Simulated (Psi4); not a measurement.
**One shape, several levels: CCl3F (trichlorofluoromethane)**

Wanted: a comparison of 4 runs (HF/3-21G, HSE06/6-31G*, TPSSh/6-31G*, B3LYP/6-31G*) of CCl3F (trichlorofluoromethane). 

The calculation is run with Psi4 1.11.

### Step 1. The molecule

CCl3F has 5 atoms, charge 0, and is taken as a singlet. As SMILES, `FC(Cl)(Cl)Cl`. One bond was lengthened or shortened from a relaxed shape.

Bond lengths: F1–C2 1.533 Å, C2–Cl3 1.760 Å, C2–Cl4 1.760 Å, C2–Cl5 1.760 Å. Angles: F1–C2–Cl3 108.5°, F1–C2–Cl4 108.5°, F1–C2–Cl5 108.5°, Cl3–C2–Cl4 110.4°, Cl3–C2–Cl5 110.4°, Cl4–C2–Cl5 110.4°.

### Step 2. Energy and gradient at HF/3-21G (run 1)

File job.json:

```json
{
 "schema_name": "qcschema_input",
 "schema_version": 1,
 "molecule": {
  "schema_name": "qcschema_molecule",
  "schema_version": 2,
  "symbols": ["F", "C", "Cl", "Cl", "Cl"],
  "geometry": [1.96907006, -1.77224374, 1.46265558, 0.08441407, -0.07598589, 0.06272001, -2.61634472, 0.29783973, 1.967186, -0.71803924, -1.53914413, -2.81410456, 1.52674753, 2.86824521, -0.49584524],
  "molecular_charge": 0,
  "molecular_multiplicity": 1,
  "fix_symmetry": "c1"
 },
 "driver": "gradient",
 "model": {
  "method": "scf",
  "basis": "3-21G"
 },
 "keywords": {
  "puream": true,
  "e_convergence": 1e-09,
  "d_convergence": 1e-08,
  "scf_type": "pk",
  "scf_properties": ["QUADRUPOLE", "MULLIKEN_CHARGES", "LOWDIN_CHARGES"]
 }
}
```

Run with:

```
$ psi4 --qcschema job.json -n 1 --memory 2200MB
```

stdout:

```text
[...]
  Running in c1 symmetry.
[...]
  Nuclear repulsion =  360.150250407081330
[...]
  Multiplicity = 1
[...]
  Nalpha       = 33
  Nbeta        = 33
[...]
    Number of basis functions: 57
[...]
   @RHF iter   1: -1508.13428097221163   -9.61398e-02   1.02526e-02 ADIIS/DIIS
[...]
   @RHF iter  11: -1508.35681190182095   -2.27374e-12   5.14591e-09 DIIS
[...]
  @RHF Final Energy: -1508.35681190182095
   => Energetics <=
    Nuclear Repulsion Energy =            360.1502504070813302
    One-Electron Energy =               -2803.8987124584091362
    Two-Electron Energy =                 935.3916501495068587
    Total Energy =                      -1508.3568119018209472
[...]
  Mulliken Charges: (a.u.)
   Center  Symbol    Alpha    Beta     Spin     Total
       1     F     4.64457  4.64457  0.00000 -0.28915
       2     C     3.19720  3.19720  0.00000 -0.39440
       3    CL     8.38607  8.38607  0.00000  0.22785
       4    CL     8.38608  8.38608  0.00000  0.22784
       5    CL     8.38608  8.38608  0.00000  0.22785
   Total alpha = 33.00000, Total beta = 33.00000, Total charge =  0.00000
  Lowdin Charges: (a.u.)
   Center  Symbol    Alpha    Beta     Spin     Total
       1     F     4.60178  4.60178  0.00000 -0.20356
[...]
  -Total Gradient:
     Atom            X                  Y                   Z
    ------   -----------------  -----------------  -----------------
       1        0.060686628987    -0.054619208498     0.045076713600
       2       -0.061031395441     0.054930642947    -0.045331131828
       3        0.019836625969     0.002291371083    -0.023563784948
       4        0.001247075900     0.020281947459     0.023261010625
       5       -0.020738935438    -0.022884752996     0.000557192571
[...]
```

The result, in JSON:

```text
{
 "driver": "gradient",
 "model": {
  "method": "scf",
  "basis": "3-21G"
 },
 "success": true,
 "return_result": [0.06068662898748073, -0.05461920849756183, 0.04507671359963224, -0.06103139544115946, 0.05493064294693233, -0.04533113182839925, 0.019836625968820812, 0.0022913710831047943, -0.023563784947932882, 0.0012470758996352069, 0.020281947458585824, 0.023261010625238512, -0.020738935437823323, -0.02288475299627396, 0.0005571925712987945],
 "properties": {
  "calcinfo_nbasis": 57,
  "calcinfo_nmo": 57,
  "calcinfo_nalpha": 33,
  "calcinfo_nbeta": 33,
  "calcinfo_natom": 5,
  "nuclear_repulsion_energy": 360.15025040708133,
  "return_energy": -1508.356811901821,
  "return_gradient": [0.06068662898748073, -0.05461920849756183, 0.04507671359963224, -0.06103139544115946, 0.05493064294693233, -0.04533113182839925, 0.019836625968820812, 0.0022913710831047943, -0.023563784947932882, 0.0012470758996352069, 0.020281947458585824, 0.023261010625238512, -0.020738935437823323, -0.02288475299627396, 0.0005571925712987945],
  "scf_one_electron_energy": -2803.898712458409,
  "scf_two_electron_energy": 935.3916501495069,
  "scf_dipole_moment": [-0.3254113651056376, 0.29287825042693005, -0.24169856870748574],
  "scf_total_energy": -1508.356811901821,
  "scf_total_gradient": [0.06068662898748073, -0.05461920849756183, 0.04507671359963224, -0.06103139544115946, 0.05493064294693233, -0.04533113182839925, 0.019836625968820812, 0.0022913710831047943, -0.023563784947932882, 0.0012470758996352069, 0.020281947458585824, 0.023261010625238512, -0.020738935437823323, -0.02288475299627396, 0.0005571925712987945],
  "scf_iterations": 11
 }
}
```

Run time: 4.5 s. Hardware: 1 thread of Intel Xeon at 2.50GHz (Skylake/Cascade Lake), shared host; peak memory 0.2 GiB.

### Step 3. The energy at HSE06/6-31G(d) (spherical functions) (run 2)

File calc.inp:

```
memory 2200 mb

molecule geom {
  0 1
  F      1.041987    -0.937831     0.774004
  C      0.044670    -0.040210     0.033190
  Cl    -1.384510     0.157610     1.040990
  Cl    -0.379970    -0.814480    -1.489160
  Cl     0.807920     1.517810    -0.262390
  units angstrom
  symmetry c1
  no_reorient
  no_com
}

set globals {
  basis                6-31G*
  puream               true
  e_convergence        1e-09
  d_convergence        1e-08
  scf_type             pk
  dft_radial_points    99
  dft_spherical_points 590
}

e, wfn = energy('hse06', return_wfn=True)
```

Run with:

```
$ psi4 -n 1 calc.inp calc.out
```

calc.out:

```text
[...]
  Running in c1 symmetry.
[...]
  Nuclear repulsion =  360.150250501988182
[...]
  Multiplicity = 1
[...]
  Nalpha       = 33
  Nbeta        = 33
[...]
    Number of basis functions: 82
[...]
   @RKS iter   1: -1517.86494322353428   -7.16787e-02   4.39377e-03 DIIS/ADIIS
[...]
   @RKS iter  11: -1517.91763223896623    2.27374e-12   9.74666e-10 DIIS
[...]
  @RKS Final Energy: -1517.91763223896623
   => Energetics <=
    Nuclear Repulsion Energy =            360.1502505019881824
    One-Electron Energy =               -2813.8059690205100196
    Two-Electron Energy =                1012.3732136031431992
    DFT Exchange-Correlation Energy =     -76.6351273235875539
    Empirical Dispersion Energy =           0.0000000000000000
    VV10 Nonlocal Energy =                  0.0000000000000000
    Total Energy =                      -1517.9176322389664620
[...]
 Multipole Moments:
 ------------------------------------------------------------------------------------
     Multipole            Electronic (a.u.)      Nuclear  (a.u.)        Total (a.u.)
 ------------------------------------------------------------------------------------
 L = 1.  Multiply by 2.5417464519 to convert [e a0] to [Debye]
 Dipole X            :         12.2075339          -12.5017043           -0.2941704
 Dipole Y            :        -10.9871220           11.2518848            0.2647628
 Dipole Z            :          9.0682697           -9.2867642           -0.2184946
 Magnitude           :                                                    0.4520790
[...]
```

Run time: 47 s. Hardware: 1 thread of Intel Xeon at 2.50GHz (Skylake/Cascade Lake), shared host; peak memory 0.85 GiB.

Run 3 isn't shown in full; the table further down has it.

### Step 4. Energy and gradient at B3LYP/6-31G(d) (Cartesian functions) (run 4)

File run.py:

```python
import psi4

psi4.set_memory(2200000000)
psi4.set_num_threads(1)
psi4.core.set_output_file('run.log', False)

mol = psi4.geometry("""
F      1.041987    -0.937831     0.774004
C      0.044670    -0.040210     0.033190
Cl    -1.384510     0.157610     1.040990
Cl    -0.379970    -0.814480    -1.489160
Cl     0.807920     1.517810    -0.262390
symmetry c1
no_reorient
no_com
""")

psi4.set_options({
    'basis': '6-31G*',
    'reference': 'rks',
    'puream': False,
    'e_convergence': 1e-09,
    'd_convergence': 1e-08,
    'scf_type': 'pk',
    'dft_radial_points': 99,
    'dft_spherical_points': 590,
})

e_tot, wfn = psi4.gradient("b3lyp", return_wfn=True)
psi4.oeprop(wfn, "MAYER_INDICES", "WIBERG_LOWDIN_INDICES", "QUADRUPOLE")
print('gradient / Eh bohr^-1')
print(e_tot.np.round(6))
print(f'energy = {wfn.energy():.10f} Eh')
```

Run with:

```
$ python run.py
```

run.log:

```text
[...]
  Running in c1 symmetry.
[...]
  Nuclear repulsion =  360.150250501988182
[...]
  Multiplicity = 1
[...]
  Nalpha       = 33
  Nbeta        = 33
[...]
    Number of basis functions: 87
[...]
   @RKS iter   1: -1518.42393342408627   -8.13748e-02   4.62650e-03 ADIIS/DIIS
[...]
   @RKS iter  11: -1518.48712822262746   -1.59162e-12   1.16453e-09 DIIS
[...]
  @RKS Final Energy: -1518.48712822262746
   => Energetics <=
    Nuclear Repulsion Energy =            360.1502505019881824
    One-Electron Energy =               -2813.7242948426032854
    Two-Electron Energy =                1016.1118843338957731
    DFT Exchange-Correlation Energy =     -81.0249682159080180
    Empirical Dispersion Energy =           0.0000000000000000
    VV10 Nonlocal Energy =                  0.0000000000000000
    Total Energy =                      -1518.4871282226274616
[...]
  -Total Gradient:
     Atom            X                  Y                   Z
    ------   -----------------  -----------------  -----------------
       1        0.050367055608    -0.045330391586     0.037411010090
       2       -0.037296361690     0.033566017985    -0.027694856702
       3       -0.000904530509     0.004345529424    -0.007377434446
       4       -0.004160904424     0.007493888780     0.000820350077
       5       -0.008008611688    -0.000067599752    -0.003156064922
[...]
```

On the terminal:

```text
gradient / Eh bohr^-1
[[ 5.0367e-02 -4.5330e-02  3.7411e-02]
 [-3.7296e-02  3.3566e-02 -2.7695e-02]
 [-9.0500e-04  4.3460e-03 -7.3770e-03]
 [-4.1610e-03  7.4940e-03  8.2000e-04]
 [-8.0090e-03 -6.8000e-05 -3.1560e-03]]
energy = -1518.4871282226 Eh
```

It took 26 s on 1 thread of Intel Xeon at 2.50GHz (Skylake/Cascade Lake), shared host; peak memory 0.86 GiB.

### Step 5. The series

```csv
run,level,task,integration grid,energy (Eh),dipole moment (D),HOMO energy (eV),LUMO energy (eV),wall time
1,HF/3-21G,gradient,–,-1508.356812,1.27,-13.16,2.40,4.5 s
2,HSE06/6-31G* (spherical functions),energy,99 radial × 590 angular,-1517.917632,1.15,-8.87,-1.82,47 s
3,TPSSh/6-31G* (spherical functions),energy,99 radial × 590 angular,-1518.482959,1.10,-8.51,-1.97,50 s
4,B3LYP/6-31G* (Cartesian functions),gradient,99 radial × 590 angular,-1518.487128,1.13,-8.94,-1.64,26 s
```

### Step 6. Results

| quantity | value |
| --- | --- |
| run 4: total energy | -1518.48713 Eh |
| run 4: dipole moment | 1.13 D |
| run 4: HOMO energy | -8.94 eV |
| run 4: LUMO energy | -1.64 eV |
| run 4: HOMO–LUMO gap | 7.30 eV |
| run 4: largest force on an atom | 3.980 eV/Å |

In words: The dipole moment (its size) runs from 1.10 D (TPSSh/6-31G*) to 1.27 D (HF/3-21G). The two ends differ in method and basis. The HOMO–LUMO gap runs from 6.54 eV (TPSSh/6-31G*) to 15.56 eV (HF/3-21G). Totals of different functionals can't be ranked against each other. All runs together took 2.1 min, the longest 50 s.
